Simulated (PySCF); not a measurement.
AlF₃, SMILES [F][Al]([F])[F]. Geometry: B3LYP-D3(BJ)/def2-TZVP. The isomer is the one that the SMILES or the coordinates give; other isomers of the formula were not compared.

Computed equilibrium geometry at B3LYP-D3(BJ)/def2-TZVP (PySCF confirms it by a frequency run) as a Z-matrix, and its point group:
point group D3h.
```
Al
F 1 1.6342
F 1 1.6342 2 120.00
F 1 1.6342 2 120.00 3 180.00
```
